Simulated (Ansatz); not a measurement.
We consider diamond-structure Si, described by r²SCAN in Ansatz (plane waves, PAW).

Run with plane-wave cutoff 560 eV, 12×12×12 k mesh, Fermi–Dirac smearing 0.01 eV, scalar-relativistic PAW data made under PBE.

Computed at the level's own relaxed cell.

Question: What does this level give for the bulk modulus B0, pressure derivative B′ of the bulk modulus, smallest direct gap on the k points sampled, volume per atom and lattice constant a?

Answer: 
bulk modulus B0: 96.9 GPa
pressure derivative B′ of the bulk modulus: 4.2
smallest direct gap on the k points sampled: 2.74 eV
volume per atom: 20.17 Å³/atom
lattice constant a: 5.444 Å

Measured, for comparison: bulk modulus 101 GPa (0 K value with zero-point phonon effects removed; as tabulated in Sun et al. (2011), doi:10.1103/physrevb.84.035117); equilibrium volume per atom 19.91 Å³/atom, lattice constant a 5.421 Å (static lattice: zero-point anharmonic expansion removed; as tabulated in Mejia-Rodriguez and Trickey (2018), arXiv:1807.09216). Computed (rounded) less measured: bulk modulus -4 %, equilibrium volume per atom +1.3 %, lattice constant a +0.4 %.

It cost around 40 core-seconds (rough) of CPU time.

Ansatz is a program for electronic structure.
